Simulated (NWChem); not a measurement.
Program: NWChem. System: DMSO (C2H6OS), charge 0, spin multiplicity 1, at a geometry optimised with PBE/def2-SVP. Level: RHF/def2-TZVP.

Input file:

```
start mol
memory heap 200 mb stack 900 mb global 1100 mb
geometry units angstroms nocenter noautoz
  C     -0.661296     0.521815    -1.372475
  S      0.503949     0.096677     0.000000
  C     -0.661296     0.521815     1.372475
  O      0.636018    -1.414714     0.000000
  H     -0.137370     0.248382    -2.307720
  H     -0.898249     1.604150    -1.367746
  H     -1.572274    -0.097983    -1.258098
  H     -1.572274    -0.097983     1.258098
  H     -0.137370     0.248382     2.307720
  H     -0.898249     1.604150     1.367746
  symmetry group Cs
end
basis spherical
  * library def2-tzvp
end
scf
  rhf
  nopen 0
  maxiter 100
  thresh 1e-7
  semidirect memsize 60000000 filesize 0
end
task scf energy
```

Output (cleaned and shortened):

```
             Northwest Computational Chemistry Package (NWChem) 7.3.0
             --------------------------------------------------------

                                NWChem Input Module
                                -------------------

 Scaling coordinates for geometry "geometry" by  1.889725989
 (inverse scale =  0.529177249)

 Turning off AUTOSYM since
 SYMMETRY directive was detected!

                             Geometry "geometry" -> ""
                             -------------------------

 Output coordinates in angstroms (scale by  1.889725989 to convert to a.u.)

  No.       Tag          Charge          X              Y              Z
 ---- ---------------- ---------- -------------- -------------- --------------
    1 C                    6.0000    -0.66129600     0.52181500    -1.37247500
    2 S                   16.0000     0.50394900     0.09667700     0.00000000
    3 C                    6.0000    -0.66129600     0.52181500     1.37247500
    4 O                    8.0000     0.63601800    -1.41471400     0.00000000
    5 H                    1.0000    -0.13737000     0.24838200    -2.30772000
    6 H                    1.0000    -0.89824900     1.60415000    -1.36774600
    7 H                    1.0000    -1.57227400    -0.09798300    -1.25809800
    8 H                    1.0000    -1.57227400    -0.09798300     1.25809800
    9 H                    1.0000    -0.13737000     0.24838200     2.30772000
   10 H                    1.0000    -0.89824900     1.60415000     1.36774600

 Effective nuclear repulsion energy (a.u.)     180.7119133638

            Nuclear Dipole moment (a.u.)
            ----------------------------
        X                 Y               Z
 ---------------- ---------------- ----------------
    -0.0000188973    -0.0000037795     0.0000000000

      Symmetry information
      --------------------

 Group name             Cs
 Group number              2
 Group order               2
 No. of unique centers     6

      Symmetry unique atoms

     1    2    4    5    6    7


 Summary of "ao basis" -> "" (spherical)
 ------------------------------------------------------------------------------
       Tag                 Description            Shells   Functions and Types
 ---------------- ------------------------------  ------  ---------------------
 *                         def2-tzvp                  on all atoms

 Summary of "ao basis" -> "ao basis" (spherical)
 ------------------------------------------------------------------------------
       Tag                 Description            Shells   Functions and Types
 ---------------- ------------------------------  ------  ---------------------
 C                         def2-tzvp                11       31   5s3p2d1f
 S                         def2-tzvp                13       37   5s5p2d1f
 O                         def2-tzvp                11       31   5s3p2d1f
 H                         def2-tzvp                 4        6   3s1p

                                 NWChem SCF Module
                                 -----------------

  ao basis        = "ao basis"
  functions       =   166
  atoms           =    10
  closed shells   =    21
  open shells     =     0
  charge          =   0.00
  wavefunction    = RHF
  use symmetry    = T
  symmetry adapt  = T

 Summary of "ao basis" -> "ao basis" (spherical)
 ------------------------------------------------------------------------------
       Tag                 Description            Shells   Functions and Types
 ---------------- ------------------------------  ------  ---------------------
 C                         def2-tzvp                11       31   5s3p2d1f
 S                         def2-tzvp                13       37   5s5p2d1f
 O                         def2-tzvp                11       31   5s3p2d1f
 H                         def2-tzvp                 4        6   3s1p

      Symmetry analysis of basis
      --------------------------

        a'         95
        a"         71

 Forming initial guess at       0.1s

      Superposition of Atomic Density Guess
      -------------------------------------

 Sum of atomic energies:        -550.60532019

      Non-variational initial energy
      ------------------------------

 Total energy =    -552.450269
 1-e energy   =   -1115.593506
 2-e energy   =     382.431324
 HOMO         =      -0.285767
 LUMO         =       0.061961

      Symmetry analysis of molecular orbitals - initial
      -------------------------------------------------

  Numbering of irreducible representations:

     1 a'          2 a"

  Orbital symmetries:

     1 a'          2 a'          3 a'          4 a"          5 a'
     6 a'          7 a"          8 a'          9 a'         10 a'
    11 a"         12 a'         13 a'         14 a'         15 a"
    16 a'         17 a"         18 a'         19 a"         20 a"
    21 a'         22 a"         23 a'         24 a'         25 a'
    26 a'         27 a"         28 a'         29 a"         30 a"
    31 a'

 Starting SCF solution at       2.7s

 ----------------------------------------------
         Quadratically convergent ROHF

 Convergence threshold     :          1.000E-07
 Maximum no. of iterations :          100
 Final Fock-matrix accuracy:          1.000E-09
 ----------------------------------------------

              iter       energy          gnorm     gmax       time
             ----- ------------------- --------- --------- --------
                 1     -551.5277431538  1.38D+00  2.34D-01      3.3
                 2     -551.6304556045  4.26D-01  6.32D-02      4.5
                 3     -551.6481193226  3.82D-02  5.71D-03      6.2
                 4     -551.6482816693  1.24D-03  2.78D-04      8.5
                 5     -551.6482818873  1.18D-06  2.40D-07     12.9
                 6     -551.6482818873  3.43D-09  9.00D-10     16.8

       Final RHF  results
       ------------------

         Total SCF energy =   -551.648281887318
      One-electron energy =  -1118.019159691113
      Two-electron energy =    385.658964440038
 Nuclear repulsion energy =    180.711913363757

        Time for solution =     14.2s

       Symmetry analysis of molecular orbitals - final
       -----------------------------------------------

  Numbering of irreducible representations:

     1 a'          2 a"

  Orbital symmetries:

     1 a'          2 a'          3 a"          4 a'          5 a'
     6 a"          7 a'          8 a'          9 a'         10 a'
    11 a"         12 a'         13 a'         14 a'         15 a"
    16 a"         17 a'         18 a"         19 a'         20 a"
    21 a'         22 a'         23 a"         24 a'         25 a'
    26 a'         27 a'         28 a"         29 a"         30 a"
    31 a"

             Final eigenvalues
             -----------------

              1
    1  -92.0646
    2  -20.5025
    3  -11.2708
    4  -11.2708
    5   -9.0536
    6   -6.7355
    7   -6.7353
    8   -6.7342
    9   -1.3201
   10   -1.0489
   11   -0.9651
   12   -0.8151
   13   -0.6326
   14   -0.6179
   15   -0.6134
   16   -0.5810
   17   -0.5577
   18   -0.5375
   19   -0.5107
   20   -0.4143
   21   -0.3689
   22    0.1292
   23    0.1454
   24    0.1740
   25    0.1847
   26    0.1937
   27    0.2086
   28    0.2166
   29    0.2255
   30    0.2586
   31    0.2989

                       ROHF Final Molecular Orbital Analysis
                       -------------------------------------

 Vector   19  Occ=2.000000D+00  E=-5.107438D-01  Symmetry=a'
              MO Center=  3.6D-01, -5.6D-01, -2.2D-15, r^2= 2.6D+00
   Bfn.  Coefficient  Atom+Function         Bfn.  Coefficient  Atom+Function
  ----- ------------  ---------------      ----- ------------  ---------------
   105      0.263134   4 O  px              108      0.240297   4 O  px
    47      0.223427   2 S  py               46      0.194361   2 S  px
   106     -0.170217   4 O  py              109     -0.151450   4 O  py

 Vector   20  Occ=2.000000D+00  E=-4.142974D-01  Symmetry=a"
              MO Center=  2.9D-01, -7.1D-01, -2.2D-14, r^2= 2.4D+00
   Bfn.  Coefficient  Atom+Function         Bfn.  Coefficient  Atom+Function
  ----- ------------  ---------------      ----- ------------  ---------------
   107      0.370681   4 O  pz              110      0.336155   4 O  pz
   113      0.258817   4 O  pz

 Vector   21  Occ=2.000000D+00  E=-3.689425D-01  Symmetry=a'
              MO Center=  4.8D-01, -3.7D-01, -1.5D-14, r^2= 2.4D+00
   Bfn.  Coefficient  Atom+Function         Bfn.  Coefficient  Atom+Function
  ----- ------------  ---------------      ----- ------------  ---------------
   105     -0.312688   4 O  px               46      0.288605   2 S  px
   108     -0.280573   4 O  px              111     -0.254399   4 O  px
    49      0.214911   2 S  px               35      0.173027   2 S  s
    36      0.156927   2 S  s                50      0.154255   2 S  py

 Vector   22  Occ=0.000000D+00  E= 1.292145D-01  Symmetry=a'
              MO Center= -1.1D+00,  1.1D+00,  1.4D-14, r^2= 7.5D+00
   Bfn.  Coefficient  Atom+Function         Bfn.  Coefficient  Atom+Function
  ----- ------------  ---------------      ----- ------------  ---------------
     5      3.206691   1 C  s                73      3.206691   3 C  s
   139     -1.661970   6 H  s               163     -1.661970  10 H  s
   145     -1.285793   7 H  s               151     -1.285793   8 H  s
   133     -1.130770   5 H  s               157     -1.130770   9 H  s
    36     -0.403801   2 S  s                 4     -0.349743   1 C  s

 Vector   23  Occ=0.000000D+00  E= 1.454148D-01  Symmetry=a"
              MO Center= -3.2D-01,  4.5D-01,  2.2D-14, r^2= 7.9D+00
   Bfn.  Coefficient  Atom+Function         Bfn.  Coefficient  Atom+Function
  ----- ------------  ---------------      ----- ------------  ---------------
     5      3.588416   1 C  s                73     -3.588416   3 C  s
    51      1.369738   2 S  pz              145     -1.352207   7 H  s
   151      1.352207   8 H  s               133     -1.014630   5 H  s
   157      1.014630   9 H  s               139     -0.947635   6 H  s
   163      0.947635  10 H  s                14      0.413654   1 C  pz

 Vector   24  Occ=0.000000D+00  E= 1.739629D-01  Symmetry=a'
              MO Center= -2.8D-01,  2.6D-01, -1.0D-12, r^2= 6.1D+00
   Bfn.  Coefficient  Atom+Function         Bfn.  Coefficient  Atom+Function
  ----- ------------  ---------------      ----- ------------  ---------------
   145     -0.991136   7 H  s               151     -0.991136   8 H  s
    49      0.905367   2 S  px              139      0.892005   6 H  s
   163      0.892005  10 H  s                50     -0.801228   2 S  py
    36     -0.783210   2 S  s               104     -0.768968   4 O  s
    13     -0.724690   1 C  py               81     -0.724690   3 C  py

 center of mass
 --------------
 x =   0.12493315 y =  -0.08422658 z =   0.00000000

 moments of inertia (a.u.)
 ------------------
         381.839555370055          84.094361807780          -0.000000000000
          84.094361807780         336.736356707211           0.000000000000
          -0.000000000000           0.000000000000         269.306605354449

  Mulliken analysis of the total density
  --------------------------------------

    Atom       Charge   Shell Charges
 -----------   ------   -------------------------------------------------------
    1 C    6     6.36   0.85  1.12  0.47  0.74  0.03  1.21  1.48  0.39  0.02  0.05  0.00
    2 S   16    15.39   2.01  0.49  1.48  1.05  0.63  4.17  1.70  0.84  1.96  0.53  0.15  0.33  0.05
    3 C    6     6.36   0.85  1.12  0.47  0.74  0.03  1.21  1.48  0.39  0.02  0.05  0.00
    4 O    8     8.69   0.79  1.18  0.58  0.95  0.39  1.80  2.01  0.95  0.00  0.03  0.00
    5 H    1     0.86   0.26  0.48  0.09  0.02
    6 H    1     0.88   0.26  0.48  0.12  0.02
    7 H    1     0.86   0.26  0.48  0.11  0.02
    8 H    1     0.86   0.26  0.48  0.11  0.02
    9 H    1     0.86   0.26  0.48  0.09  0.02
   10 H    1     0.88   0.26  0.48  0.12  0.02

       Multipole analysis of the density wrt the origin
       ------------------------------------------------

     L   x y z        total         open         nuclear
     -   - - -        -----         ----         -------
     0   0 0 0      0.000000      0.000000     42.000000

     1   1 0 0     -0.908675      0.000000     -0.000019
     1   0 1 0      1.577565      0.000000     -0.000004
     1   0 0 1     -0.000000      0.000000      0.000000

     2   2 0 0    -24.479782      0.000000     68.360413
     2   1 1 0      1.129644      0.000000    -47.143815
     2   1 0 1      0.000000      0.000000      0.000000
     2   0 2 0    -27.948610      0.000000     88.267934
     2   0 1 1     -0.000000      0.000000      0.000000
     2   0 0 2    -21.140192      0.000000    143.422778

 Task  times  cpu:       16.9s     wall:       16.9s

 Total times  cpu:       16.9s     wall:       16.9s
```
